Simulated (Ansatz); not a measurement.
**bcc Ta**

Level of theory: revPBE in Ansatz (plane waves, PAW).

Numerical settings: plane-wave cutoff 520 eV, 28×28×28 k mesh, Fermi–Dirac smearing 0.056 eV (set by the program), scalar-relativistic PAW data made under PBE.

Cell (relaxed at this level):

Ta is taken in the cubic space group Im-3m (No. 229), the bcc (W type) structure, Pearson symbol cI2. Conventional cell: a = 3.3332 Å, b = 3.3332 Å, c = 3.3332 Å, α = 90.00°, β = 90.00°, γ = 90.00°. Ta on 2a is coordinated by 8 Ta at 2.887 Å and 6 Ta at 3.333 Å. (Neighbours: up to the widest gap in distance over summed covalent radii, below 1.35, at either atom.)
(The calculation used a cell of 1 atom; values per cell refer to that cell.)

```
Quantity                                    Result
----------------------------------------  --------
elastic constant C11                       254 GPa
elastic constant C12                       156 GPa
elastic constant C44                      72.9 GPa
Voigt–Reuss–Hill bulk modulus              189 GPa
polycrystal shear modulus (Hill average)  62.0 GPa
Young modulus                              168 GPa
Poisson ratio                                0.352
```

Measured, for comparison: elastic constant C11 266 GPa, elastic constant C12 158 GPa, elastic constant C44 87.4 GPa (0 K, extrapolated to 0 K; zero-point effects included; as tabulated in Wang et al. (2022), arXiv:2209.12322). Computed (rounded) less measured: elastic constant C11 -5 %, elastic constant C12 -1 %, elastic constant C44 -17 %.

Note: shear constants of such metals converge slowly with the k mesh.

Elastic constants are with the ions relaxed.

Spin–orbit coupling is not included.

Static lattice: no zero-point or thermal effects.

Cost on a shared machine: very roughly 3 core-minutes.

Ansatz is a quantum-chemistry and plane-wave program.
